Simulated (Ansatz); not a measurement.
System: bcc V. Method: PBEsol (Ansatz, an electronic-structure program, PAW).

A relaxed, unreconstructed slab of the (110) face has 6 atoms, two equal faces of 6.196 Å² each and an energy of -17309.6640 eV. A bulk cell of 2 atoms with the same orientation and in-plane k mesh has -5770.5832 eV. Energies are extrapolated to zero smearing.

Numerical settings: plane-wave cutoff 500 eV, 22×22×1 k mesh (along the axes of the cell as run), Fermi–Dirac smearing 0.1 eV, scalar-relativistic PAW data made under PBE.

Worked out: γ = (E_slab − N E_bulk per atom)/2A = [-17309.6640 − 6 × (-5770.5832/2)]/(2 × 6.196) = 0.1683 eV/Å². With 16.022 J/m² per eV/Å² this is 2.70 J/m², or 1.04 eV per surface cell and face.
